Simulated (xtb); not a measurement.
**BSiH7O (SMILES [BH3-][OH+][SiH3]): GFN-FF**

Wanted: a geometry optimisation of BSiH7O. 

The calculation is run with xtb 6.7.1.

5 further runs of the same task are left out: 5 set aside as unsound or not needed.

**1. Starting point**

BSiH7O has 10 atoms, charge 0, and is taken as a singlet. SMILES: `[BH3-][OH+][SiH3]`. All atoms were displaced at random from a relaxed shape. The run starts from this shape.

Bond lengths: B1–O2 1.726 Å, O2–Si3 1.609 Å, B1–H4 1.339 Å, B1–H5 1.176 Å, B1–H6 1.132 Å, O2–H7 0.983 Å, Si3–H8 1.474 Å, Si3–H9 1.471 Å, Si3–H10 1.467 Å. Some angles: B1–O2–Si3 122.7°, B1–O2–H7 110.6°, Si3–O2–H7 115.9°, O2–B1–H4 103.1°, O2–B1–H5 99.1°, O2–B1–H6 106.8°, O2–Si3–H8 116.1°, O2–Si3–H9 110.1°, O2–Si3–H10 97.8°, H4–B1–H5 113.1°.

**2. A geometry optimisation at GFN-FF**

Contents of geom.xyz:

```xyz
10

B     -1.143390     0.779560    -0.648310
O      0.470910     0.256850    -0.331130
Si     0.848970    -0.690780     0.912640
H     -1.626830    -0.189830    -1.435080
H     -0.906970     1.773070    -1.231550
H     -1.658460     0.880330     0.354170
H      0.945580     0.072270    -1.172330
H      0.234190    -2.030890     0.916880
H      0.585790     0.009040     2.179080
H      2.287410    -0.804360     0.647380
```

Launch:

```console
$ xtb geom.xyz --opt vtight --gfnff > out.txt
```

Q: Predict the results. Wanted: steric energy; dipole moment; dispersion energy.

**Answer.** As computed:

Level: GFN-FF.

```
                           quantity         value
     steric energy (arbitrary zero)   -0.97594 Eh
dipole moment (from atomic charges)        0.58 D
                  dispersion energy  -9.04 kJ/mol
```

In words: At the final geometry: Bond lengths: B1–O2 1.539 Å, O2–Si3 1.766 Å, B1–H4 1.180 Å, B1–H5 1.180 Å, B1–H6 1.180 Å, O2–H7 1.042 Å, Si3–H8 1.465 Å, Si3–H9 1.464 Å, Si3–H10 1.466 Å. Some angles: B1–O2–Si3 117.0°, B1–O2–H7 115.1°, Si3–O2–H7 112.1°, O2–B1–H4 110.9°, O2–B1–H5 111.0°, O2–B1–H6 109.7°, O2–Si3–H8 110.8°, O2–Si3–H9 110.1°, O2–Si3–H10 111.2°, H4–B1–H5 108.8°. The optimisation took 44 steps and changed the energy by -0.909 eV.
